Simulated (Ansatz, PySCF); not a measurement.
System: chloroform, CHCl$_{3}$, charge 0, multiplicity 1. 
Structure (B3LYP-D3(BJ)/def2-TZVP (Ansatz, a program for electronic structure) minimum search):
```xyz
5

C     -0.0077     0.0005     0.4558
H     -0.0259     0.0016     1.5371
Cl     0.0149     1.6916    -0.0853
Cl     1.4596    -0.8576    -0.0583
Cl    -1.4702    -0.8343    -0.1077
```
Charge 0, spin multiplicity 1.

Dipole moments at this geometry, in debye (magnitudes).

| level | program | dipole (D) |
|---|---|---|
| HF/def2-TZVPD | PySCF | 1.19 |
| SVWN5/def2-TZVPD | PySCF | 1.04 |
| revPBE/def2-TZVPD | Ansatz | 1.02 |
| B97M-V/def2-TZVPD | Ansatz | 1.06 |
| B3LYP/def2-TZVPD | Ansatz | 1.07 |
| r2SCANh/def2-TZVPD | Ansatz | ? |
| wB97M-V/def2-TZVPD | Ansatz | 1.07 |
| wB97X-V/def2-TZVPD | Ansatz | 1.10 |
| CCSD(T)/aug-cc-pV(D+d)Z | Ansatz | ? |

Problem. What belongs in the gaps?

Solution. 
- r2SCANh/def2-TZVPD, dipole (D): 1.08
- CCSD(T)/aug-cc-pV(D+d)Z, dipole (D): 1.04

Measured: 1.01 D (NIST CCCBDB, as tabulated in the package chemicals), a vibrational average. This is an older compilation, not checked against later work.
